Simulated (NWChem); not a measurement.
The numbers come from NWChem runs, not from measurements. System: trifluoromethane (CHF₃), charge 0, spin multiplicity 1, at a geometry optimised with B3LYP/def2-SVP. Level: TPSS/def2-TZVP.

Job file:

```
start mol
memory heap 200 mb stack 900 mb global 1100 mb
geometry units angstroms nocenter noautoz
  F     -0.634262    -0.078104     1.084545
  C      0.026316     0.333875     0.000000
  F     -0.634262    -0.078104    -1.084545
  F      1.238419    -0.225718     0.000000
  H      0.113042     1.434092     0.000000
  symmetry group Cs
end
basis spherical
  * library def2-tzvp
end
dft
  xc xtpss03 ctpss03
  semidirect memsize 60000000 filesize 0
  iterations 100
  grid fine
end
task dft energy
```

Output (cleaned and shortened):

```
             Northwest Computational Chemistry Package (NWChem) 7.3.0
             --------------------------------------------------------

                                NWChem Input Module
                                -------------------

 Scaling coordinates for geometry "geometry" by  1.889725989
 (inverse scale =  0.529177249)

 Turning off AUTOSYM since
 SYMMETRY directive was detected!

                             Geometry "geometry" -> ""
                             -------------------------

 Output coordinates in angstroms (scale by  1.889725989 to convert to a.u.)

  No.       Tag          Charge          X              Y              Z
 ---- ---------------- ---------- -------------- -------------- --------------
    1 F                    9.0000    -0.63426200    -0.07810400     1.08454500
    2 C                    6.0000     0.02631600     0.33387500     0.00000000
    3 F                    9.0000    -0.63426200    -0.07810400    -1.08454500
    4 F                    9.0000     1.23841900    -0.22571800     0.00000000
    5 H                    1.0000     0.11304200     1.43409200     0.00000000

 Effective nuclear repulsion energy (a.u.)     133.4975199286

            Nuclear Dipole moment (a.u.)
            ----------------------------
        X                 Y               Z
 ---------------- ---------------- ----------------
    -0.0000132281     0.0000151178     0.0000000000

      Symmetry information
      --------------------

 Group name             Cs
 Group number              2
 Group order               2
 No. of unique centers     4

      Symmetry unique atoms

     1    2    4    5


 Summary of "ao basis" -> "" (spherical)
 ------------------------------------------------------------------------------
       Tag                 Description            Shells   Functions and Types
 ---------------- ------------------------------  ------  ---------------------
 *                         def2-tzvp                  on all atoms

                                 NWChem DFT Module
                                 -----------------

 Summary of "ao basis" -> "ao basis" (spherical)
 ------------------------------------------------------------------------------
       Tag                 Description            Shells   Functions and Types
 ---------------- ------------------------------  ------  ---------------------
 F                         def2-tzvp                11       31   5s3p2d1f
 C                         def2-tzvp                11       31   5s3p2d1f
 H                         def2-tzvp                 4        6   3s1p

 Summary of "ao basis" -> "ao basis" (spherical)
 ------------------------------------------------------------------------------
       Tag                 Description            Shells   Functions and Types
 ---------------- ------------------------------  ------  ---------------------
 F                         def2-tzvp                11       31   5s3p2d1f
 C                         def2-tzvp                11       31   5s3p2d1f
 H                         def2-tzvp                 4        6   3s1p

      Symmetry analysis of basis
      --------------------------

        a'         78
        a"         52

            General Information
            -------------------
          SCF calculation type: DFT
          Wavefunction type:  closed shell.
          No. of atoms     :     5
          No. of electrons :    34
           Alpha electrons :    17
            Beta electrons :    17
          Charge           :     0
          Spin multiplicity:     1
          Use of symmetry is: on ; symmetry adaption is: on
          Maximum number of iterations: 100
          AO basis - number of functions:   130
                     number of shells:    48
          Convergence on energy requested:  1.00D-06
          Convergence on density requested:  1.00D-05
          Convergence on gradient requested:  5.00D-04

              XC Information
              --------------
                  TPSS metaGGA Exchange Functional  1.000
             TPSS03 metaGGA Correlation Functional  1.000

             Grid Information
             ----------------
          Grid used for XC integration:  fine
          Radial quadrature: Mura-Knowles
          Angular quadrature: Lebedev.
          Tag              B.-S. Rad. Rad. Pts. Rad. Cut. Ang. Pts.
          ---              ---------- --------- --------- ---------
          F                   0.50       70           8.0       590
          C                   0.70       70           7.0       590
          H                   0.35       60           7.0       590
          Grid pruning is: on
          Number of quadrature shells:   270
          Spatial weights used:  Erf1

          Convergence Information
          -----------------------
          Convergence aids based upon iterative change in
          total energy or number of iterations.
          Levelshifting, if invoked, occurs when the
          HOMO/LUMO gap drops below (HL_TOL):  1.00D-02
          DIIS, if invoked, will attempt to extrapolate
          using up to (NFOCK): 10 stored Fock matrices.

                    Damping( 0%)  Levelshifting(0.5)       DIIS
                  --------------- ------------------- ---------------
          dE  on:    start            ASAP                start
          dE off:    2 iters        100 iters           100 iters

      Screening Tolerance Information
      -------------------------------
          Density screening/tol_rho:  1.00D-10
          AO Gaussian exp screening on grid/accAOfunc:  14
          CD Gaussian exp screening on grid/accCDfunc:  20
          XC Gaussian exp screening on grid/accXCfunc:  20
          Schwarz screening/accCoul:  1.00D-08

      Superposition of Atomic Density Guess
      -------------------------------------

 Sum of atomic energies:        -336.42537251

      Non-variational initial energy
      ------------------------------

 Total energy =    -337.489852
 1-e energy   =    -734.239554
 2-e energy   =     263.252182
 HOMO         =      -0.463775
 LUMO         =       0.171982

      Symmetry analysis of molecular orbitals - initial
      -------------------------------------------------

  Numbering of irreducible representations:

     1 a'          2 a"

  Orbital symmetries:

     1 a'          2 a"          3 a'          4 a'          5 a'
     6 a'          7 a"          8 a'          9 a'         10 a"
    11 a'         12 a"         13 a'         14 a'         15 a"
    16 a"         17 a'         18 a'         19 a"         20 a'
    21 a'         22 a'         23 a'         24 a"         25 a'
    26 a'         27 a'

------------------------------------------------------------
EAF file 0: "./mol.aoints.0" size=524288 bytes
------------------------------------------------------------
               write      read    awrite     aread      wait
               -----      ----    ------     -----      ----
     calls:        1         0         0         0         0
   data(b): 5.24e+05  0.00e+00  0.00e+00  0.00e+00
   time(s): 0.00e+00  0.00e+00  0.00e+00  0.00e+00  0.00e+00
rate(mb/s): 0.00e+00  0.00e+00
------------------------------------------------------------

   convergence    iter        energy       DeltaE   RMS-Dens  Diis-err    time
 ---------------- ----- ----------------- --------- --------- ---------  ------
 d= 0,ls=0.0,diis     1   -338.2591256015 -4.72D+02  8.93D-03  1.65D+00     2.3
 d= 0,ls=0.0,diis     2   -338.0209451382  2.38D-01  5.15D-03  5.02D+00     2.9
 d= 0,ls=0.0,diis     3   -338.4155781648 -3.95D-01  8.33D-04  3.81D-02     3.5
 d= 0,ls=0.0,diis     4   -338.4169701857 -1.39D-03  4.16D-04  1.24D-02     4.1
 d= 0,ls=0.0,diis     5   -338.4178865856 -9.16D-04  4.69D-05  8.32D-05     4.7
  Resetting Diis
 d= 0,ls=0.0,diis     6   -338.4178957912 -9.21D-06  3.96D-06  7.56D-07     5.3
 d= 0,ls=0.0,diis     7   -338.4178958159 -2.47D-08  5.00D-06  5.04D-07     5.8

         Total DFT energy =     -338.417895815915
      One electron energy =     -734.834560802598
           Coulomb energy =      300.166236113969
    Exchange-Corr. energy =      -37.247091055889
 Nuclear repulsion energy =      133.497519928602

 Numeric. integr. density =       33.999999861303

     Total iterative time =      5.5s

                  Occupations of the irreducible representations
                  ----------------------------------------------

                     irrep           alpha         beta
                     --------     --------     --------
                     a'               11.0         11.0
                     a"                6.0          6.0

                       DFT Final Molecular Orbital Analysis
                       ------------------------------------

 Vector   15  Occ=2.000000D+00  E=-3.848235D-01  Symmetry=a"
              MO Center= -4.1D-01, -5.0D-02,  4.7D-12, r^2= 1.9D+00
   Bfn.  Coefficient  Atom+Function         Bfn.  Coefficient  Atom+Function
  ----- ------------  ---------------      ----- ------------  ---------------
     7      0.258409  1 F  py                69     -0.258409  3 F  py
     8      0.232575  1 F  pz                70      0.232575  3 F  pz
    10      0.209621  1 F  py                72     -0.209621  3 F  py
    11      0.190684  1 F  pz                73      0.190684  3 F  pz
   101      0.169500  4 F  pz               104      0.140029  4 F  pz

 Vector   16  Occ=2.000000D+00  E=-3.626087D-01  Symmetry=a"
              MO Center= -1.2D-02, -1.2D-01,  1.0D-14, r^2= 2.0D+00
   Bfn.  Coefficient  Atom+Function         Bfn.  Coefficient  Atom+Function
  ----- ------------  ---------------      ----- ------------  ---------------
   101      0.309058  4 F  pz                 6     -0.267521  1 F  px
    68      0.267521  3 F  px               104      0.252111  4 F  pz
     9     -0.218236  1 F  px                71      0.218236  3 F  px
   107      0.165400  4 F  pz                 8     -0.155377  1 F  pz
    70     -0.155377  3 F  pz                12     -0.143173  1 F  px

 Vector   17  Occ=2.000000D+00  E=-3.521025D-01  Symmetry=a'
              MO Center=  1.9D-02,  2.6D-01,  2.8D-14, r^2= 2.0D+00
   Bfn.  Coefficient  Atom+Function         Bfn.  Coefficient  Atom+Function
  ----- ------------  ---------------      ----- ------------  ---------------
   100      0.253635  4 F  py                 7      0.252371  1 F  py
    69      0.252371  3 F  py               126     -0.232425  5 H  s
   103      0.207524  4 F  py                10      0.206330  1 F  py
    72      0.206330  3 F  py                38     -0.167968  2 C  py
   127     -0.167293  5 H  s                125     -0.140407  5 H  s

 Vector   18  Occ=0.000000D+00  E= 4.941476D-02  Symmetry=a'
              MO Center=  1.4D-01,  1.8D+00, -6.8D-13, r^2= 2.4D+00
   Bfn.  Coefficient  Atom+Function         Bfn.  Coefficient  Atom+Function
  ----- ------------  ---------------      ----- ------------  ---------------
   127      2.516706  5 H  s                 36     -1.259003  2 C  s
    44     -0.833582  2 C  py                35     -0.364035  2 C  s
    38     -0.259706  2 C  py               126     -0.219722  5 H  s
    41     -0.196702  2 C  py                34     -0.152450  2 C  s
    13      0.102747  1 F  py                75      0.102747  3 F  py

 Vector   19  Occ=0.000000D+00  E= 8.490432D-02  Symmetry=a'
              MO Center=  3.4D-02,  5.3D-01, -7.1D-16, r^2= 3.1D+00
   Bfn.  Coefficient  Atom+Function         Bfn.  Coefficient  Atom+Function
  ----- ------------  ---------------      ----- ------------  ---------------
    43      1.320359  2 C  px                98     -0.982791  4 F  s
    40      0.558345  2 C  px                 5      0.490464  1 F  s
    67      0.490464  3 F  s                 37      0.322888  2 C  px
   105      0.290089  4 F  px                14     -0.262321  1 F  pz
    76      0.262321  3 F  pz               106     -0.238565  4 F  py

 Vector   20  Occ=0.000000D+00  E= 8.491515D-02  Symmetry=a"
              MO Center=  5.1D-02,  5.3D-01,  4.5D-14, r^2= 3.1D+00
   Bfn.  Coefficient  Atom+Function         Bfn.  Coefficient  Atom+Function
  ----- ------------  ---------------      ----- ------------  ---------------
    45      1.324630  2 C  pz                 5     -0.850687  1 F  s
    67      0.850687  3 F  s                 42      0.560042  2 C  pz
    39      0.323842  2 C  pz               107     -0.298739  4 F  pz
    12     -0.276419  1 F  px                74      0.276419  3 F  px
    13     -0.165043  1 F  py                75      0.165043  3 F  py

 center of mass
 --------------
 x =  -0.00383944 y =  -0.04870340 z =   0.00000000

 moments of inertia (a.u.)
 ------------------
         175.899525284156          11.296123592635           0.000000000000
          11.296123592635         318.315169722800           0.000000000000
           0.000000000000           0.000000000000         175.009579152154

     Multipole analysis of the density
     ---------------------------------

     L   x y z        total         alpha         beta         nuclear
     -   - - -        -----         -----         ----         -------
     0   0 0 0     -0.000000    -17.000000    -17.000000     34.000000

     1   1 0 0      0.044980      0.022497      0.022497     -0.000013
     1   0 1 0      0.580187      0.290086      0.290086      0.000015
     1   0 0 1      0.000000      0.000000      0.000000      0.000000

     2   2 0 0    -16.384011    -45.797558    -45.797558     75.211105
     2   1 1 0      0.192333      2.612481      2.612481     -5.032629
     2   1 0 1      0.000000      0.000000      0.000000      0.000000
     2   0 2 0    -13.961677    -12.862019    -12.862019     11.762360
     2   0 1 1     -0.000000     -0.000000     -0.000000      0.000000
     2   0 0 2    -16.397365    -46.002472    -46.002472     75.607579

 Task  times  cpu:        5.9s     wall:        5.9s

 Total times  cpu:        5.9s     wall:        5.9s
```
